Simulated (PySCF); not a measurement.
**SiS (SMILES [Si-]#[S+]) at r2SCAN/STO-3G**

What is the vertical singlet–triplet gap of SiS at r2SCAN/STO-3G? 

Program for the calculation: PySCF 2.14.0.

20 further runs of the same task are left out: 7 that didn't finish, 13 set aside as unsound or not needed.

### 1 The molecule

SiS has 2 atoms, charge 0, and is taken as a singlet. SMILES: `[Si-]#[S+]`. The bond length is the measured one.

Bond lengths: Si1–S2 1.929 Å.

### 2 A single-point energy at r2SCAN/STO-3G

Input file run.py:

```python
from pyscf import gto, dft

system = gto.M(
    atom='''
Si     0.000000     0.000000     0.000000
S      0.000000     0.000000     3.645888
''',
    verbose=3,
    unit='bohr',
    max_memory=1860,
    basis='sto-3g',
    charge=0,
)

myscf = dft.RKS(system, xc='r2scan')
myscf.conv_tol = 1e-10
myscf.grids.level = 5
myscf.kernel()
if not myscf.converged:
    myscf = myscf.newton().run(myscf.mo_coeff, myscf.mo_occ)

etot = myscf.e_tot
print('E(%s) = %.9f' % ('R2SCAN', etot))
```

Started as:

```console
$ OMP_NUM_THREADS=1 python run.py
```

What it wrote:

```text
converged SCF energy = -679.856796694441
E(R2SCAN) = -679.856796694
```

Run time: 1.9 s. Hardware: 1 thread of Arm Neoverse V2, shared host; peak memory 0.18 GiB.

### 3 The triplet, same level

Input file calc.py:

```python
from pyscf import gto, dft

system = gto.M(
    atom='''
Si   0.000000   0.000000   0.000000
S    0.000000   0.000000   1.929321
''',
    spin=2,
    verbose=3,
    basis='sto-3g',
    max_memory=1860,
)

mf = dft.UKS(system)
mf.xc = 'r2scan'
mf.grids.level = 5
mf.conv_tol = 1e-10
mf.kernel()
if not mf.converged:
    mf = mf.newton().run(mf.mo_coeff, mf.mo_occ)

energy = mf.e_tot
print(f'total energy: {energy:.8f} hartree')
```

Started as:

```console
$ OMP_NUM_THREADS=1 python calc.py
```

What it wrote:

```text
WARN: HOMO -0.0342985904221362 >= LUMO -0.244662171362501

WARN: HOMO 0.0970541608535538 >= LUMO -0.0414980967561099

WARN: HOMO 0.0357426382939087 >= LUMO -0.0701583564266571

WARN: HOMO 0.0439745085682325 >= LUMO -0.0701530272290429

WARN: HOMO 0.0429308408814971 >= LUMO -0.0702525269757076

WARN: HOMO 0.0430867070507776 >= LUMO -0.069833369786957

WARN: HOMO 0.0430612055971851 >= LUMO -0.0696807964868441

WARN: HOMO 0.0430588548328063 >= LUMO -0.0696808222846357

WARN: HOMO 0.0430590309113475 >= LUMO -0.0696875883399771

WARN: HOMO 0.0430590695841478 >= LUMO -0.0696879225726964

WARN: HOMO 0.0430590474001531 >= LUMO -0.0696878859994613

WARN: HOMO 0.0430590472076284 >= LUMO -0.06968788735132

WARN: HOMO 0.0430590454781277 >= LUMO -0.0696878863298803

converged SCF energy = -679.707778569475  <S^2> = 2.0116046  2S+1 = 3.0077264
total energy: -679.70777857 hartree
```

Wall time 4.5 s (1 thread of Arm Neoverse V2, shared host); peak memory 0.19 GiB.

### 4 Outcome

At r2SCAN/STO-3G:

| quantity | value |
| --- | --- |
| singlet: total energy | -679.85680 Eh |
| singlet: dipole moment | 1.06 D |
| singlet: HOMO energy | -3.02 eV |
| singlet: LUMO energy | 1.88 eV |
| singlet: HOMO–LUMO gap | 4.90 eV |
| triplet: total energy | -679.70778 Eh |
| triplet: dipole moment | 1.76 D |
| triplet: ⟨S²⟩ | 2.012 |
| vertical energy of the triplet above the singlet | 4.055 eV |

At this shape the triplet lies 4.05 eV (391 kJ/mol) above the singlet. In a minimal basis such a difference can be off by several eV, whatever the method.
